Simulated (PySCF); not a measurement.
## Reproducing measurements on C2F3N

**Measured values to compare with.**

From NIST CCCBDB Release 22 (SRD 101), experimental dipoles, for the gas: dipole moment (dielectric constant and refractivity) 1.33 D.

The results are set against them at the end.

Species: C2F3N.
Numbering: `[N:1]#[C:2][C:3]([F:4])([F:5])[F:6]`

Structure used (GFN2-xTB), in Å, numbered top down from 1:
```xyz
6
C2F3N angstrom
N      2.1742   -0.0391   -0.0430
C      1.0362   -0.0183   -0.0223
C     -0.4404    0.0081    0.0043
F     -0.9142    1.0934   -0.6134
F     -0.8996    0.0216    1.2583
F     -0.9531   -1.0639   -0.6055
```

The PySCF runs (gas phase, on this GFN2-xTB geometry; no spin–orbit coupling):

| level | job | basis functions | wall time |
| --- | --- | --- | --- |
| PBE0/pcSseg-1 | shieldings, charges and field gradients | 102 | 5.0 s |
| B3LYP/pcJ-1 | spin–spin couplings from 6 perturbed nuclei | 162 | 13 s |

Hardware: an Arm Neoverse V2 with one thread, on a shared host.

Results beside the measurements:

**Dipole moment.** Measured: 1.33 D (NIST CCCBDB Release 22 (SRD 101), experimental dipoles).

```json
{"level": "PBE0/pcSseg-1", "computed (D)": "1.15", "computed − measured (D)": "-0.18", "% (from the printed values)": "-14"}
{"level": "B3LYP/pcJ-1", "computed (D)": "1.13", "computed − measured (D)": "-0.20", "% (from the printed values)": "-15"}
```

Closest is PBE0/pcSseg-1 (-0.18 D), furthest B3LYP/pcJ-1 (-0.20 D); one molecule doesn't rank methods. The computed dipoles belong to one fixed geometry; measured ones are averaged over vibrations unless marked μe. Magnitudes are compared, not signs.

The geometry is computed, not the measured one. Where a level misses, the cause wasn't examined.
